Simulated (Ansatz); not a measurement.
Re: from a trial structure to a relaxed crystal

Level of theory: DFT r2SCAN, scalar-relativistic, plane waves, PAW (Ansatz). Cutoff 500 eV, Γ-centred k mesh, Gaussian smearing, no spin polarisation in the final step.

A relaxed cell is given with its space group left out.

```yaml
crystal:
  lattice:
    - [2.74712, 0.00000, 0.00000]
    - [-1.37356, 2.37907, 0.00000]
    - [0.00000, 0.00000, 2.44819]
  atoms:
    - { symbol: Re, position: [0.00000, 0.00000, 0.00000] }
```

Energies count from the standard state of Re at the same level.

Question: What space group does it have?

Answer: P6/mmm (No. 191). Conventional cell: a = 2.747 Å, c = 2.448 Å. Around Re lie 2 Re at 2.45 Å and 6 Re at 2.75 Å.

Question: How far above the standard state of Re does it lie?

Answer: 1.11 eV/atom.

Question: Is it a metal?

Answer: Yes, bands cross the Fermi level on the 24×24×22 mesh.

The final run used a 24×24×22 mesh on its 1-atom cell and 0.10 eV smearing. The k mesh leaves about 4 meV/atom of noise in metals. Spin–orbit coupling is left out. The cell came from a trial start, so Re may not exist in this structure.